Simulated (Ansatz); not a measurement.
These are frozen-core CCSD(T)/def2-TZVPP // TPSSh-D3(BJ)/def2-TZVP (Ansatz, an electronic-structure program) values and carry that method's errors.

Ansatz 0.2 input:
```yaml
crystal:
  periodic: [false, false, false]
  atoms:
    - { symbol: C, position_ang: [-0.438961, -0.055875, -0.132428] }
    - { symbol: O, position_ang: [0.854794, -0.427921, 0.121233] }
    - { symbol: H, position_ang: [-0.700534, 0.994505, -0.057658] }
    - { symbol: H, position_ang: [-1.156381, -0.825515, 0.114681] }
    - { symbol: H, position_ang: [1.440061, 0.322089, -0.041467] }
basis:
  gaussian: { orbitals: def2-TZVPP }
correlation:
  method: ccsd_t
magnetization:
  spin_polarized: true
  initial_magnetization: 1
```

Output:

```
Functional definition: HF
629 factors; integrals over basis functions are off by at most 1.0e-3 eV
mean field evaluation 1: about -3113.2934 eV, gradient 1.8e1 eV
mean field evaluation 2: about -3113.2955 eV, gradient 1.8e1 eV
mean field evaluation 4: about -3114.7724 eV, gradient 2.6e0 eV
mean field evaluation 8: about -3114.8340 eV, gradient 2.1e-1 eV
mean field evaluation 16: about -3114.8179 eV, gradient 8.1e-1 eV
mean field -3114.83493861 eV, -114.4680726829 hartree, gradient 1.7e-6 eV, S^2 0.761734; 0 other end points of the search recorded, 0 dependent functions left out
2 core orbitals not correlated
reference -3114.83493861 eV, -114.4680726829 hartree; 7, 6 occupied and 95, 96 virtual orbitals, 629 factors
second order -10.66165030 eV of doubles, -0.00000000 eV of singles
cycle   1  -10.84614417 eV  change   -1.8e-1 eV  update   6.8e-2
cycle   2  -11.10776525 eV  change   -2.6e-1 eV  update   2.1e-2
cycle   3  -11.17372212 eV  change   -6.6e-2 eV  update   1.4e-2
cycle   4  -11.16791639 eV  change    5.8e-3 eV  update   5.4e-3
cycle   5  -11.16948940 eV  change   -1.6e-3 eV  update   2.6e-3
cycle   6  -11.16968788 eV  change   -2.0e-4 eV  update   7.4e-4
cycle   7  -11.16954753 eV  change    1.4e-4 eV  update   2.3e-4
cycle   8  -11.16959263 eV  change   -4.5e-5 eV  update   1.1e-4
cycle   9  -11.16957235 eV  change    2.0e-5 eV  update   3.7e-5
cycle  10  -11.16956254 eV  change    9.8e-6 eV  update   1.6e-5
perturbative correction -0.38170545 eV, -0.0140274167 hartree
Total energy: -3126.38620660 eV, -114.8925739519 hartree
```

Cost: roughly 16 core-seconds.
